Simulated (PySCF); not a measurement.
C3H4ClN.
Numbering: `[H]/[N:1]=[CH:2]/[CH:3]=[CH:4]\[Cl:5]` (hydrogens: H6 on N1; H7 on C2; H8 on C3; H9 on C4)

Level of theory: EOM-IP-CCSD/aug-cc-pVDZ in PySCF, restricted Hartree–Fock reference, frozen core, non-relativistic, gas phase, PBE0-D3(BJ)/def2-SVP geometry.

The vertical ionisation energies are 9.75, 10.24, 11.85, 12.38, 13.58, 13.59, 15.04, 15.91 eV.

Question: Which Hartree–Fock orbital leads each hole, and what is its Koopmans value −ε?

Answer: 
| leading hole (HF orbital) | Koopmans (eV) | EOM-IP-CCSD (eV) | change (eV) | one-hole share |
| --- | --- | --- | --- | --- |
| HOMO | 9.88 | 9.75 | -0.13 | 0.96 |
| HOMO-1 | 11.81 | 10.24 | -1.57 | 0.94 |
| HOMO-2 | 12.93 | 11.85 | -1.08 | 0.95 |
| HOMO-3 | 12.96 | 12.38 | -0.58 | 0.93 |
| HOMO-5 | 14.84 | 13.58 | -1.26 | 0.95 |
| HOMO-4 | 14.56 | 13.59 | -0.97 | 0.93 |
| HOMO-6 | 16.72 | 15.04 | -1.68 | 0.95 |
| HOMO-7 | 17.46 | 15.91 | -1.55 | 0.93 |

Question: Does the order of the lines follow the orbital energies?

Answer: No: the HOMO-5 hole (13.58 eV) falls below the HOMO-4 hole (13.59 eV). The corrections run from -1.68 to -0.13 eV, with a mean of -1.10 eV over the 8 lines; no line lies above its Koopmans value.

Question: At what kinetic energies would He I light (21.22 eV) eject these electrons?

Answer: 11.47 eV (HOMO), 10.98 eV (HOMO-1), 9.37 eV (HOMO-2), 8.84 eV (HOMO-3), 7.64 eV (HOMO-5), 7.63 eV (HOMO-4), 6.18 eV (HOMO-6), 5.31 eV (HOMO-7).

Question: What total energy has the lowest final state, and which wavelength reaches it?

Answer: E(CCSD) + ionisation energy = -630.63616 + 0.35814 = -630.27802 Eh, at the geometry of the initial state. The threshold wavelength is 1239.84 eV nm/9.75 eV = 127.2 nm.

Lines less than 0.15 eV apart could change places at a higher level. One root was sought for each valence orbital with −ε under 21 eV, eight at most, so deeper holes and satellites are missing; no vibrational structure.

Shape of the structure used: `[H]/[N:1]=[CH:2]/[CH:3]=[CH:4]\[Cl:5]`: N1–C2–C3–C4 180°.

One conformer stands for the species.
